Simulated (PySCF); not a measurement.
SO: one state, many levels of theory

State: ³Σ⁻ (triplet), unpaired electrons π ↑↑. Set-up: PySCF, no relativity, basis sets S 6-31G(d,p), O 6-31G(d,p). De refers to S + O in their high-spin ground configurations, without counterpoise correction. The functionals are run spin-unrestricted. A positive dipole means S(−)O(+).

| Level | Re (Å) | ωe (cm⁻¹) | De (eV) | μ (D) | CPU s a point (SCF and correlation, without the integrals) |
| --- | --- | --- | --- | --- | --- |
| UHF | 1.466 | 1318 | 1.85 | -1.91 | 0.049 |
| UHF-MP2 | 1.527 | 1094 | 4.87 | n/a | 0.071 |
| UHF-SCS-MP2 | 1.513 | 1146 | 4.47 | n/a | n/a |
| UHF-CCSD | 1.513 | 1142 | 4.26 | n/a | n/a |
| UHF-CCSD(T) | 1.523 | 1101 | 4.46 | n/a | 0.66 |
| PBE | 1.533 | 1076 | 5.77 | -1.40 | 0.35 |
| TPSS | 1.532 | 1079 | 5.27 | -1.41 | 0.83 |
| r²SCAN | 1.517 | 1122 | 5.35 | -1.48 | 0.51 |
| PBE0 | 1.506 | 1168 | 5.07 | -1.55 | 0.51 |
| r²SCAN0 | 1.497 | 1194 | 4.79 | -1.60 | 0.55 |
| BHandHLYP | 1.490 | 1219 | 4.27 | -1.68 | 0.31 |
| CAM-B3LYP | 1.503 | 1178 | 5.04 | -1.59 | 0.53 |

Measured (Huber and Herzberg, Constants of Diatomic Molecules (1979)): Re = 1.481087 Å, ωe = 1149.22 cm⁻¹.

The bond length runs from 1.466 Å (UHF) to 1.533 Å (PBE). De spans 1.85 eV (UHF, mean field) to 5.77 eV (PBE, GGA). Correlation at CCSD(T) changes the Hartree–Fock bond energy by +2.61 eV; the triples alone change it by +0.20 eV.

Correlated steps freeze 6 core orbitals. Correlated levels converge slowly with the basis: in double zeta they bind strong bonds too weakly, by up to about 1 eV, and carry superposition errors of some tenths. The state was picked by a PBE0 search and need not be the measured ground state.

The whole job (state search and all levels along the bond) took about 1.2 min on 1 thread of Arm Neoverse V1 (shared host), peak memory 0.41 GiB.
